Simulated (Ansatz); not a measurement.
Calculated with Ansatz (gas phase, PBE0-D4/def2-TZVP geometries, no zero-point term in ΔE). CCSD(T)/CBS is extrapolated from def2-TZVPP and def2-QZVPP, frozen cores. DFT in def2-TZVPP. B3LYP here is the variant with VWN-RPA as its local correlation; programs differ in this. HSE06 is defined as in plane-wave codes. Anions take the def2 sets with diffuse functions and neutrals don't, so finite-basis rows favour the anion.

SiH₄ → `[SiH3-]` + H⁺  (deprotonation)

```tsv
level	ΔE (eV)	difference from CCSD(T)/CBS
PBE-D4	16.22	-0.26
revPBE-D4	16.24	-0.24
r2SCAN-D4	16.43	-0.05
B97M-V	16.27	-0.21
B3LYP-D4	16.42	-0.06
r2SCAN0-D4	16.48	0.00
HSE06-D4	16.37	-0.11
BHLYP-D4	16.59	0.11
CAM-B3LYP-D4	16.44	-0.04
ωB97X-V	16.57	0.09
ωB97M-V	16.33	-0.15
B2PLYP	16.51	0.03
PBE	16.26	-0.22
revPBE	16.38	-0.10
BLYP	16.37	-0.11
r2SCAN	16.44	-0.04
PBE0	16.41	-0.07
B3LYP	16.48	0.00
r2SCANh	16.46	-0.02
HSE06	16.40	-0.08
BHLYP	16.63	0.15
CAM-B3LYP	16.47	-0.01
LC-ωPBE	16.61	0.13
RPA@PBE/def2-TZVPP	16.64	0.16
HF/def2-SVP	16.79	0.31
MP2/def2-SVP	16.43	-0.05
CCSD/def2-SVP	16.41	-0.07
CCSD(T)/def2-SVP	16.35	-0.13
HF/def2-TZVPP	16.80	0.32
MP2/def2-TZVPP	16.54	0.06
SCS-MP2/def2-TZVPP	16.66	0.18
CCSD/def2-TZVPP	16.56	0.08
CCSD(T)/def2-TZVPP	16.50	0.02
HF/def2-QZVPP	16.78	0.30
MP2/def2-QZVPP	16.52	0.04
SCS-MP2/def2-QZVPP	16.64	0.16
CCSD/def2-QZVPP	16.56	0.08
CCSD(T)/def2-QZVPP	16.48	0.00
MP2/CBS(def2)	16.52	0.04
CCSD/CBS(def2)	16.56	0.08
CCSD(T)/CBS	16.48	0
```

Largest T1 diagnostic among the species: 0.016.

At CCSD(T), def2-SVP lies −0.13 eV from the extrapolated value and def2-TZVPP +0.02 eV. In def2-TZVPP, CCSD(T) changes the Hartree–Fock value by −0.30 eV (the triples alone add −0.07 eV) and MP2 by −0.26 eV. From PBE to PBE0 (25 % exact exchange), in def2-TZVPP and without D4, ΔE moves by +0.15 eV.
